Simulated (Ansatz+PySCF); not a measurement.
Values are calculated unless marked as measured or tabulated.
This PySCF input gave a total energy of -130.02863 hartree.

```python
from pyscf import gto, scf, mp

mol = gto.M(atom="""
N 0.000430 0.437370 -0.387030
H 0.003470 1.310540 0.226080
O 0.004430 -0.529970 0.315060
""", basis='def2-svp', charge=0, spin=0)
mf = scf.RHF(mol)
mf.kernel()
pt = mp.MP2(mf, frozen=2).run()
print(mf.e_tot, pt.e_corr, pt.e_tot)
```

(1) Write an input for Ansatz with the same method and basis set.

Answers

(1)

```yaml
crystal:
  periodic: [false, false, false]
  atoms:
    - { symbol: "N", position_ang: [0.00043, 0.43737, -0.38703] }
    - { symbol: H, position_ang: [0.00347, 1.31054, 0.22608] }
    - { symbol: O, position_ang: [0.00443, -0.52997, 0.31506] }
basis:
  gaussian: { orbitals: def2-SVP }
hamiltonian:
  xc: hf
correlation:
  method: mp2
  frozen_orbitals: { H: 0, "N": 1, O: 1 }
scf:
  omitted_lower_state_checks: [stability, starts, atomic_configurations, cluster_reference, orbital_swaps, given_window_search, neighbouring_geometries, increment]
```

Ansatz (development build ahead of 0.2.0) gave -130.02863 hartree, 0.05 meV from the first.
